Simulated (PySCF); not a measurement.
# C3H4 (allene): the cost of one run

The runs use PySCF 2.14.0, with density-fitted response routines of our own; the level of theory stands in each step. All values are computed, except where a source is named. Atoms count from 0, in the outputs and in this text.

## (1) The starting structure

7 atoms, charge 0, multiplicity 1; geometry from: MMFF94s. The atoms were then displaced at random by about 0.03 Å, so the start is not that level's minimum.

Bonds of the start (Å): C0–C1 1.38, C1–C2 1.34, C0–H3 1.07, C0–H4 1.06, C2–H5 1.06, C2–H6 1.06.

## (2) Relaxing the molecule at PBE0-D3(BJ)/def2-SVP

What the job is given:

```
{"job": {"xc": "PBE0", "basis": "def2-SVP", "d3": "d3bj", "grid": 1, "shake": 0.03, "kind": "geom"}, "charge": 0, "multiplicity": 1}
C      1.358390    -0.068240     0.012180
C     -0.017030    -0.013580    -0.006470
C     -1.357760    -0.015390    -0.025600
H      1.953910    -0.652860    -0.657570
H      1.837400     0.663650     0.614310
H     -1.866150     0.650460    -0.676800
H     -1.816900    -0.666060     0.671400
```

Started as:

```
OMP_NUM_THREADS=1 python probes_run.py task.json out
```

One launch serves the whole session: the jobs run in the order shown.

Q: Estimate the wall time and peak memory of this first job on 1 thread of Arm Neoverse V1, shared host.

About 7.3 s, with a peak of 0.27 GiB.
